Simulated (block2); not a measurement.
# DMRG/STO-3G run of BH2O (SMILES [BH]O), part 1 of 2

Aim: the vertical doublet–quartet gap of BH2O at DMRG/STO-3G, from 2 runs. 

The results are computed with block2 0.5.4.

3 further runs of the same task are left out: 1 that didn't finish, 2 set aside as unsound or not needed.

## (1) The molecule

BH2O has 4 atoms, charge 0, and is taken as a doublet. As SMILES, `[BH]O`. The shape is that of a PBE0-D4/def2-TZVP optimisation.

Bond lengths: B1–O2 1.333 Å, B1–H3 1.201 Å, O2–H4 0.961 Å. Angles: B1–O2–H4 114.6°, O2–B1–H3 121.0°.

## (2) The energy at DMRG/STO-3G

The input, integrals.py:

```python
from pyscf import ao2mo, cc, dft, gto, mcscf, mp, scf
from pyscf.tools import fcidump

mol = gto.M(atom="""
B
O 1 1.333089
H 1 1.200741 2 120.96684
H 2 0.961414 1 114.64972 3 -179.98679
""", basis="sto-3g", charge=0, spin=1, verbose=3)
print("basis functions = %d" % (mol.nao))
mf = scf.ROHF(mol)
mf.conv_tol = 1e-10
mf.max_cycle = 200
mf.kernel()
if not mf.converged:
    mf = mf.newton().run(mf.mo_coeff, mf.mo_occ)
print("E(SCF) = %.10f" % (mf.e_tot))
ref = scf.UHF(mol).run(mf.make_rdm1(), conv_tol=1e-10)
pt = mp.MP2(ref, frozen=2).run()
mycc = cc.CCSD(ref, frozen=2)
mycc.max_cycle = 150
mycc.kernel()
print("MP2 total energy = %.10f" % (pt.e_tot))
if mycc.converged:
    print("E(CCSD) = %.10f" % (mycc.e_tot))
    print(f"CCSD(T) total energy = {mycc.e_tot + mycc.ccsd_t():.10f}")
ks = dft.UKS(mol, xc="tpss").set(conv_tol=1e-9, verbose=3).run(mf.make_rdm1())
if ks.converged:
    print(f"E(TPSS) = {ks.e_tot:.8f}")
ks = dft.UKS(mol, xc="blyp").set(conv_tol=1e-9, verbose=3).run(mf.make_rdm1())
if ks.converged:
    print("E(BLYP) = %.8f" % (ks.e_tot))
ks = dft.UKS(mol, xc="pbe0").set(conv_tol=1e-9, verbose=3).run(mf.make_rdm1())
if ks.converged:
    print(f"E(PBE0) = {ks.e_tot:.8f}")
occ_no, mo = mcscf.addons.make_natural_orbitals(mp.MP2(mf.to_uhf(), frozen=2).run())
mf.mo_coeff = mo
cas = mcscf.CASCI(mf, 10, 11)
h1, ecore = cas.get_h1eff()
fcidump.from_integrals("FCIDUMP", h1, cas.get_h2eff(), 10, 11, nuc=ecore, ms=1)
ci = mcscf.CASCI(mf, 10, (6, 5))
ci.fix_spin_(ss=0.75)
ci.fcisolver.conv_tol = 1e-10
ci.fcisolver.max_cycle = 200
ci.kernel()
print("exact diagonalisation = %.10f" % (ci.e_tot))
```

The input, block.conf:

```
sym c1
orbitals FCIDUMP
nelec 11
spin 1
irrep 1
schedule
0 25 1E-07 1E-04
3 50 1E-07 1E-04
7 100 1E-07 1E-05
11 100 1E-08 0.0
end
maxiter 17
sweep_tol 1E-07
gaopt default
mem 2g
num_thrds 1
prefix ./tmp
outputlevel 1
```

Launch:

```bash
$ python integrals.py && block2main block.conf
```

The program printed:

```text
$ python integrals.py
basis functions = 12
converged SCF energy = -99.3249314811324
E(SCF) = -99.3249314811
converged SCF energy = -99.3255262913003  <S^2> = 0.75439123  2S+1 = 2.0043864
E(UMP2) = -99.3968067148436  E_corr = -0.0712804235433008
E(SCS-UMP2) = -99.400642725276  E_corr = -0.0751164339757819
E(UCCSD) = -99.41621863802206  E_corr = -0.09069234672179927
MP2 total energy = -99.3968067148
E(CCSD) = -99.4162186380
UCCSD(T) correction = -0.00356577324264478
CCSD(T) total energy = -99.4197844113
converged SCF energy = -99.8747483920532  <S^2> = 0.75301481  2S+1 = 2.0030125
E(TPSS) = -99.87474839
converged SCF energy = -99.7986549655317  <S^2> = 0.75152009  2S+1 = 2.0015195
E(BLYP) = -99.79865497
converged SCF energy = -99.735911643167  <S^2> = 0.75270124  2S+1 = 2.0026994
E(PBE0) = -99.73591164
E(UMP2) = -99.3959001094677  E_corr = -0.0709686283352978
E(SCS-UMP2) = -99.39965094739  E_corr = -0.0747194662575898
CASCI E = -99.4201780449067  E(CI) = -33.4461229778911  S^2 = 0.7500000
exact diagonalisation = -99.4201780449

$ block2main block.conf

********************************** INPUT START **********************************
sym                                                             c1
orbitals                                                   FCIDUMP
nelec                                                           11
spin                                                             1
irrep                                                            1
maxiter                                                         17
sweep_tol                                                    1E-07
gaopt                                                      default
mem                                                             2g
num_thrds                                                        1
prefix                                                       ./tmp
outputlevel                                                      1
schedule                  Sweep   0-   2 : Mmps =    25 Noise =    0.0001 DavTol =     1e-07
                          Sweep   3-   6 : Mmps =    50 Noise =    0.0001 DavTol =     1e-07
                          Sweep   7-  10 : Mmps =   100 Noise =     1e-05 DavTol =     1e-07
                          Sweep  11-  16 : Mmps =   100 Noise =         0 DavTol =     1e-08
********************************** INPUT END   **********************************

SPIN ADAPTED - REAL DOMAIN - DOUBLE PREC
qc mpo type =  QCTypes.Conventional
 UseMainStack = 0 MinDiskUsage = 1 MinMemUsage = 0 IBuf = 0 OBuf = 0
 FPCompression: prec = 1.00e-16 chunk = 1024
 IMain = 0 B / 134 MB DMain = 0 B / 687 MB ISeco = 0 B / 57.2 MB DSeco = 0 B / 1.01 GB
 OpenMP = 1 TBB = 0 BLIS = 0 MKL = GNU 2024.0.2 SeqType = Tasked AlignType = None MKLIntLen = 4
 THREADING = 2 layers : Global | Operator BatchedGEMM
 NUMBER : Global = 1 Operator = 1 Quanta = 0 MKL = 1
 COMPLEX = 1 SINGLE-PREC = 1 KSYMM = 0
using gaopt reorder =  [5 9 1 6 2 8 4 0 3 7]
read integral finished 1.1601043238770217
integral sym error =            0
MinMPOMemUsage =  False
MPS =  CCRRRRRRRR 0 2 < N=11 S=1/2 PG=0 >
GS INIT MPS BOND DIMS =       1     3    10    31    30    36    34    34    15     4     1
pre-mpo memory usage =  168 MB
build mpo start ...
build mpo finished ... Tread = 0.000 Twrite = 0.000 T = 0.004
simpl mpo start ...
simpl mpo finished ... Tread = 0.000 Twrite = 0.000 T = 0.011
GS MPO BOND DIMS =      15    22    33    48    67    48    33    22    15     1
build 1pdm mpo 1.1969036399386823
build identity mpo 1.1976130928378552
memory usage =  176 MB
para mpo finished 1.1980211900081486
env init finished 1.2160098860040307

Sweep =    0 | Direction =  forward | Bond dimension =   25 | Noise =  1.00e-04 | Dav threshold =  1.00e-07
Time elapsed =      0.208 | E =     -99.4000409558 | DW = 5.21950e-04

Sweep =    1 | Direction = backward | Bond dimension =   25 | Noise =  1.00e-04 | Dav threshold =  1.00e-07
Time elapsed =      0.319 | E =     -99.4176393162 | DE = -1.76e-02 | DW = 2.47642e-04

Sweep =    2 | Direction =  forward | Bond dimension =   25 | Noise =  1.00e-04 | Dav threshold =  1.00e-07
Time elapsed =      0.417 | E =     -99.4179407572 | DE = -3.01e-04 | DW = 9.02033e-04

Sweep =    3 | Direction = backward | Bond dimension =   50 | Noise =  1.00e-04 | Dav threshold =  1.00e-07
Time elapsed =      0.550 | E =     -99.4194820998 | DE = -1.54e-03 | DW = 2.47875e-05

Sweep =    4 | Direction =  forward | Bond dimension =   50 | Noise =  1.00e-04 | Dav threshold =  1.00e-07
Time elapsed =      0.717 | E =     -99.4197737997 | DE = -2.92e-04 | DW = 1.44138e-04

Sweep =    5 | Direction = backward | Bond dimension =   50 | Noise =  1.00e-04 | Dav threshold =  1.00e-07
Time elapsed =      0.885 | E =     -99.4198829091 | DE = -1.09e-04 | DW = 5.93749e-05

Sweep =    6 | Direction =  forward | Bond dimension =   50 | Noise =  1.00e-04 | Dav threshold =  1.00e-07
Time elapsed =      1.043 | E =     -99.4198871423 | DE = -4.23e-06 | DW = 1.55245e-04

Sweep =    7 | Direction = backward | Bond dimension =  100 | Noise =  1.00e-05 | Dav threshold =  1.00e-07
Time elapsed =      1.308 | E =     -99.4200979945 | DE = -2.11e-04 | DW = 5.58326e-06

Sweep =    8 | Direction =  forward | Bond dimension =  100 | Noise =  1.00e-05 | Dav threshold =  1.00e-07
Time elapsed =      1.631 | E =     -99.4201702502 | DE = -7.23e-05 | DW = 3.06903e-05

Sweep =    9 | Direction = backward | Bond dimension =  100 | Noise =  1.00e-05 | Dav threshold =  1.00e-07
Time elapsed =      1.955 | E =     -99.4201704712 | DE = -2.21e-07 | DW = 1.26668e-05

Sweep =   10 | Direction =  forward | Bond dimension =  100 | Noise =  1.00e-05 | Dav threshold =  1.00e-07
Time elapsed =      2.278 | E =     -99.4201711203 | DE = -6.49e-07 | DW = 3.08798e-05

Sweep =   11 | Direction = backward | Bond dimension =  100 | Noise =  0.00e+00 | Dav threshold =  1.00e-08
Time elapsed =      2.602 | E =     -99.4201711199 | DE = 3.79e-10 | DW = 1.26358e-05

Final canonical form =  CRRRRRRRRR 0
DMRG Energy =  -99.420171119924092
```

Run time: 8.7 s. Hardware: 1 thread of Intel Xeon Platinum 8488C (Sapphire Rapids), shared host; peak memory 0.21 GiB.

(Continued in part 2 of 2.)
